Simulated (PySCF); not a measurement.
C3H5NO, SMILES C=CC(N)=O, point group Cs.

Level: B3LYP/pcSseg-1 in PySCF (density fitting, grid level 2); geometry and Hessian at that level, cubic constants and property derivatives from steps of ±0.6 along each species' dimensionless normal coordinates, second-order vibrational perturbation theory. The parent has the commonest isotopes.

Equilibrium geometry (Å):

```json
{"atom": "C1", "x": "-1.4398", "y": "0.9327", "z": "0.5962"}
{"atom": "C2", "x": "-0.3397", "y": "0.6295", "z": "-0.0861"}
{"atom": "C3", "x": "0.3457", "y": "-0.6891", "z": "0.1028"}
{"atom": "N4", "x": "1.4636", "y": "-0.8608", "z": "-0.6652"}
{"atom": "O5", "x": "-0.0529", "y": "-1.5452", "z": "0.8755"}
{"atom": "H6", "x": "-1.9474", "y": "1.8854", "z": "0.4693"}
{"atom": "H7", "x": "-1.8520", "y": "0.2158", "z": "1.3034"}
{"atom": "H8", "x": "0.0863", "y": "1.3362", "z": "-0.7983"}
{"atom": "H9", "x": "1.9731", "y": "-1.7299", "z": "-0.5834"}
{"atom": "H10", "x": "1.7987", "y": "-0.1560", "z": "-1.3043"}
```

(1) Give the equilibrium and ground-state rotational constants (MHz) of parent; ²H at 8.

(2) How is the parent's vibrational correction B0 − Be made up?

(3) And its quartic centrifugal distortion constants from the harmonic force field?

A mode lies under 250 cm⁻¹, where this perturbation treatment is rough. Internal rotors are held in one well.

Results:

(1) 
| species | Ae | Be | Ce | A0 | B0 | C0 | Δ0 (u Å²) | harmonic ZPE (cm⁻¹) |
| --- | --- | --- | --- | --- | --- | --- | --- | --- |
| parent | 10708 | 4208.9 | 3021.3 | 10649 | 4168.5 | 2998.9 | -0.173 | 17213 |
| ²H at 8 | 10063 | 4184.5 | 2955.5 | 10009 | 4144 | 2933.9 | -0.189 | 16517 |

Δ0 = Ic − Ia − Ib from the ground-state constants.

(2) 
```csv
axis,harmonic,Coriolis,cubic,total (MHz)
a,19.1,-46.6,-30.8,-58.3
b,5.61,-6.78,-39.2,-40.4
c,1.33,-1.05,-22.6,-22.4
```

(3) Asymmetric top, A reduction, Ir representation: ΔJ = 0.761 kHz, ΔJK = 3.74 kHz, ΔK = 4.96 kHz, δJ = 0.217 kHz, δK = 3.24 kHz.
